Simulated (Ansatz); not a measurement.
One change: `CNCF` becomes `CCNCF`.

Ansatz, PBE0-D4/def2-TZVP geometries, multiplicity 1. Each molecule was computed in one conformer, which needn't be the lowest.

| property | `CNCF` |
| --- | --- |
| ideal-gas entropy at 298 K and 1 bar (rigid rotor, harmonic PBE0-D4/def2-TZVP) / J/(mol·K) | 292 |
| HOMO–LUMO gap (B3LYP/def2-TZVPP) / eV | 7.93 |
| HOMO energy (PBE/def2-TZVPP) / eV | -5.79 |
| LUMO energy (B3LYP/def2-TZVPP) / eV | 0.90 |
| HOMO–LUMO gap (ωB97M-V/def2-TZVPP) / eV | 12.31 |
| zero-point energy (PBE0-D4/def2-TZVP) / kJ/mol | 225.9 |

Task: Give the same properties after the change, and the shifts. (An estimate is asked.)

Result: Computed: 
| property | `CCNCF` | shift |
| --- | --- | --- |
| ideal-gas entropy at 298 K and 1 bar (rigid rotor, harmonic PBE0-D4/def2-TZVP) / J/(mol·K) | 325 | 33 |
| HOMO–LUMO gap (B3LYP/def2-TZVPP) / eV | 7.80 | -0.13 |
| HOMO energy (PBE/def2-TZVPP) / eV | -5.77 | 0.02 |
| LUMO energy (B3LYP/def2-TZVPP) / eV | 0.80 | -0.10 |
| HOMO–LUMO gap (ωB97M-V/def2-TZVPP) / eV | 12.17 | -0.14 |
| zero-point energy (PBE0-D4/def2-TZVP) / kJ/mol | 301.3 | 75.4 |

The zero-point energy changes by 75.4 kJ/mol with +9 modes. Modes under 60 cm⁻¹, often nearly free rotors, make the harmonic entropy too high.

B3LYP here is the variant with VWN-RPA as its local correlation; programs differ in this.
